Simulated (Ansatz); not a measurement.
Reaction (isomerisation): `CC1(F)CC1` → `CC(C)=CF`

Calculated with Ansatz (gas phase, PBE0-D4/def2-TZVP geometries, no zero-point term in ΔE). CCSD(T)/CBS is the MP2 limit (def2-TZVPP, def2-QZVPP) plus CCSD(T) − MP2 in def2-TZVPP, frozen cores. DFT in def2-TZVPP. B3LYP here is the variant with VWN-RPA as its local correlation; programs differ in this.

(1) Is it downhill or uphill in electronic energy at CCSD(T)/CBS, and by how much? (Estimate.)

(2) What do these levels give: PBE-D4, PBE0-D4, B3LYP-D4, ωB97X-V, PBE, PBE0, B3LYP, SCS-MP2/def2-TZVPP, CCSD/def2-TZVPP, HF/def2-QZVPP, SCS-MP2/def2-QZVPP, CCSD/CBS(def2)? (Estimate.)

Largest T1 diagnostic among the species: 0.011.

## Answers

(1) Ansatz gave: Downhill: ΔE = -32.1 kJ/mol.

(2) The calculation gave: PBE-D4 -29.1, PBE0-D4 -21.0, B3LYP-D4 -39.9, ωB97X-V -17.2, PBE -28.9, PBE0 -20.7, B3LYP -39.6, SCS-MP2/def2-TZVPP -29.1, CCSD/def2-TZVPP -29.6, HF/def2-QZVPP -36.2, SCS-MP2/def2-QZVPP -29.5, CCSD/CBS(def2) -30.0 kJ/mol.

From PBE to PBE0 (25 % exact exchange), in def2-TZVPP and without D4, ΔE moves by +8.2 kJ/mol. In def2-TZVPP, CCSD(T) changes the Hartree–Fock value by +4.2 kJ/mol (the triples alone add −2.0 kJ/mol) and MP2 by +11.8 kJ/mol.
